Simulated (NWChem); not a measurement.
All runs are NWChem calculations. System: C2H5O, charge 0, spin multiplicity 2, at a geometry optimised with UB3LYP/def2-SVP. The structure started from a generated list of species. Its SCF solution wasn't tested for a lower state. Level: ULC-wPBE (omega 0.3 per bohr)/def2-TZVP.

The NWChem input:

```
start mol
memory heap 200 mb stack 900 mb global 1100 mb
geometry units angstroms nocenter noautoz noautosym
  C     -0.245354    -1.178525    -0.042974
  C     -0.374053     0.343290    -0.025048
  O      0.785725     1.038357     0.097040
  H     -1.224810    -1.657429    -0.204588
  H      0.438458    -1.497691    -0.844852
  H      0.160221    -1.540963     0.914864
  H     -1.106804     0.689559     0.743865
  H     -0.836418     0.711075    -0.977481
end
basis spherical
  * library def2-tzvp
end
dft
  xc xwpbe 1.00 cpbe96 1.0 hfexch 1.00
  cam 0.3 cam_alpha 0.00 cam_beta 1.00
  odft
  mult 2
  direct
  iterations 100
end
task dft energy
```

NWChem printed:

```
             Northwest Computational Chemistry Package (NWChem) 7.3.0
             --------------------------------------------------------

                                NWChem Input Module
                                -------------------

 Scaling coordinates for geometry "geometry" by  1.889725989
 (inverse scale =  0.529177249)

                             Geometry "geometry" -> ""
                             -------------------------

 Output coordinates in angstroms (scale by  1.889725989 to convert to a.u.)

  No.       Tag          Charge          X              Y              Z
 ---- ---------------- ---------- -------------- -------------- --------------
    1 C                    6.0000    -0.24535400    -1.17852500    -0.04297400
    2 C                    6.0000    -0.37405300     0.34329000    -0.02504800
    3 O                    8.0000     0.78572500     1.03835700     0.09704000
    4 H                    1.0000    -1.22481000    -1.65742900    -0.20458800
    5 H                    1.0000     0.43845800    -1.49769100    -0.84485200
    6 H                    1.0000     0.16022100    -1.54096300     0.91486400
    7 H                    1.0000    -1.10680400     0.68955900     0.74386500
    8 H                    1.0000    -0.83641800     0.71107500    -0.97748100

 Effective nuclear repulsion energy (a.u.)      74.0722085003

            Nuclear Dipole moment (a.u.)
            ----------------------------
        X                 Y               Z
 ---------------- ---------------- ----------------
     0.0000094486    -0.0000056692    -0.0000075589


 Summary of "ao basis" -> "" (spherical)
 ------------------------------------------------------------------------------
       Tag                 Description            Shells   Functions and Types
 ---------------- ------------------------------  ------  ---------------------
 *                         def2-tzvp                  on all atoms

  pbe96 is a nonlocal functional; adding pw91lda local functional.

                                 NWChem DFT Module
                                 -----------------

 Summary of "ao basis" -> "ao basis" (spherical)
 ------------------------------------------------------------------------------
       Tag                 Description            Shells   Functions and Types
 ---------------- ------------------------------  ------  ---------------------
 C                         def2-tzvp                11       31   5s3p2d1f
 O                         def2-tzvp                11       31   5s3p2d1f
 H                         def2-tzvp                 4        6   3s1p

 Summary of "ao basis" -> "ao basis" (spherical)
 ------------------------------------------------------------------------------
       Tag                 Description            Shells   Functions and Types
 ---------------- ------------------------------  ------  ---------------------
 C                         def2-tzvp                11       31   5s3p2d1f
 O                         def2-tzvp                11       31   5s3p2d1f
 H                         def2-tzvp                 4        6   3s1p

  int_init: cando_txs set to always be  F

            General Information
            -------------------
          SCF calculation type: DFT
          Wavefunction type:  spin polarized.
          No. of atoms     :     8
          No. of electrons :    25
           Alpha electrons :    13
            Beta electrons :    12
          Charge           :     0
[...]
    10      0.145083  1 C  py                38     -0.109410  2 C  py

 Vector   13  Occ=0.000000D+00  E=-5.797270D-02
              MO Center=  4.3D-01,  9.1D-01,  2.7D-02, r^2= 1.5D+00
   Bfn.  Coefficient  Atom+Function         Bfn.  Coefficient  Atom+Function
  ----- ------------  ---------------      ----- ------------  ---------------
    70      0.424661  3 O  pz                73      0.345878  3 O  pz
    76      0.317384  3 O  pz               120      0.301114  8 H  s
   114     -0.269313  7 H  s                119      0.166577  8 H  s
    45      0.162322  2 C  pz               108      0.158031  6 H  s
    14     -0.153720  1 C  pz               113     -0.137170  7 H  s

 Vector   14  Occ=0.000000D+00  E= 1.178736D-01
              MO Center= -8.3D-01, -5.2D-01, -1.5D-01, r^2= 6.5D+00
   Bfn.  Coefficient  Atom+Function         Bfn.  Coefficient  Atom+Function
  ----- ------------  ---------------      ----- ------------  ---------------
     5      3.507618  1 C  s                 36      1.925605  2 C  s
   120     -1.580296  8 H  s                 96     -1.561132  4 H  s
   114     -1.513485  7 H  s                108     -1.377922  6 H  s
   102     -1.368642  5 H  s                 43     -0.842612  2 C  px
    44      0.508394  2 C  py                13     -0.491052  1 C  py

 Vector   15  Occ=0.000000D+00  E= 1.520115D-01
              MO Center= -4.0D-01, -5.5D-01, -7.8D-02, r^2= 7.7D+00
   Bfn.  Coefficient  Atom+Function         Bfn.  Coefficient  Atom+Function
  ----- ------------  ---------------      ----- ------------  ---------------
     5      6.182957  1 C  s                 36     -5.347288  2 C  s
   108     -1.721681  6 H  s                120      1.727385  8 H  s
   102     -1.645600  5 H  s                114      1.551339  7 H  s
    44      1.136790  2 C  py                96     -1.023061  4 H  s
    13      1.012204  1 C  py                43      0.557873  2 C  px

   alpha - beta orbital overlaps
   -----------------------------

   alpha      1      2      3      4      5      6      7      8      9     10
    beta      1      2      3      4      5      6      7      8      9     11
 overlap   1.000  1.000  1.000  0.997  0.996  0.996  0.942  0.977  0.980  0.883

   alpha     11     12     13     14     15     16     17     18     19     20
    beta     10     13     12     14     15     16     17     18     19     20
 overlap   0.989  0.892  0.999  0.999  0.999  0.994  0.999  0.993  0.995  0.999

   alpha     21     22     23     24     25     26     27     28     29     30
    beta     21     22     23     24     25     26     27     28     29     30
 overlap   1.000  0.999  0.913  0.913  0.996  0.995  0.995  0.998  0.994  0.993

   alpha     31     32     33     34     35     36     37     38     39     40
    beta     31     32     33     35     34     36     37     38     39     40
 overlap   0.992  0.992  0.979  0.798  0.782  0.998  0.975  0.974  0.995  0.999

   alpha     41     42     43     44     45     46     47     48     49     50
    beta     41     42     43     44     45     46     47     48     49     50
 overlap   0.995  0.999  0.999  0.999  1.000  0.999  1.000  0.989  0.989  0.963

   alpha     51     52     53     54     55     56     57     58     59     60
    beta     51     52     53     54     55     56     57     58     59     60
 overlap   0.991  0.765  0.750  0.969  0.931  0.916  0.974  0.998  0.997  0.979

   alpha     61     62     63     64     65     66     67     68     69     70
    beta     61     62     63     64     65     67     66     68     69     70
 overlap   0.981  0.997  0.970  0.968  0.996  0.813  0.819  0.952  0.944  0.992

   alpha     71     72     73     74     75     76     77     78     79     80
    beta     71     72     73     74     75     76     77     78     79     80
 overlap   0.993  0.994  0.999  0.865  0.892  0.883  0.996  0.998  0.997  0.998

   alpha     81     82     83     84     85     86     87     88     89     90
    beta     82     81     83     84     85     86     87     88     89     90
 overlap   0.958  0.960  0.975  0.953  0.976  0.991  0.999  0.999  0.998  0.999

   alpha     91     92     93     94     95     96     97     98     99    100
    beta     91     92     93     95     94     96     97     98     99    100
 overlap   0.999  0.997  0.995  0.918  0.920  1.000  1.000  1.000  1.000  1.000

   alpha    101    102    103    104    105    106    107    108    109    110
    beta    101    102    103    104    105    106    107    108    109    110
 overlap   1.000  1.000  0.999  0.999  0.999  0.971  0.970  1.000  0.982  0.982

   alpha    111    112    113    114    115    116    117    118    119    120
    beta    111    112    113    114    115    116    117    118    119    120
 overlap   0.993  0.994  0.996  0.994  0.994  0.971  0.974  0.963  0.962  0.997

   alpha    121    122    123
    beta    121    122    123
 overlap   1.000  1.000  1.000

     --------------------------
     Expectation value of S2:
     --------------------------
      <S2> =      0.7536 (Exact =     0.7500)

 center of mass
 --------------
 x =   0.10680458 y =   0.13698010 z =   0.01530818

 moments of inertia (a.u.)
 ------------------
         167.141021399426         -51.997613786968          -5.210407681776
         -51.997613786968          68.230252836889          -7.507893524588
          -5.210407681776          -7.507893524588         211.780572597247

     Multipole analysis of the density
     ---------------------------------

     L   x y z        total         alpha         beta         nuclear
     -   - - -        -----         -----         ----         -------
     0   0 0 0     -0.000000    -13.000000    -12.000000     25.000000

     1   1 0 0     -0.720429     -0.829076      0.108638      0.000009
     1   0 1 0     -0.416953     -1.118097      0.701149     -0.000006
     1   0 0 1     -0.110034     -0.084755     -0.025272     -0.000008

     2   2 0 0    -14.953840    -26.404495    -23.482500     34.933156
     2   1 1 0     -1.337155    -14.673958    -12.588735     25.925538
     2   1 0 1     -0.043291     -1.564087     -1.159118      2.679914
     2   0 2 0    -15.596589    -56.135704    -52.351170     92.890285
     2   0 1 1     -0.301610     -2.098111     -2.027762      3.824263
     2   0 0 2    -13.452291    -13.242650    -11.607017     11.397375

 Task  times  cpu:      357.6s     wall:      357.6s

 Total times  cpu:      357.6s     wall:      357.6s
```
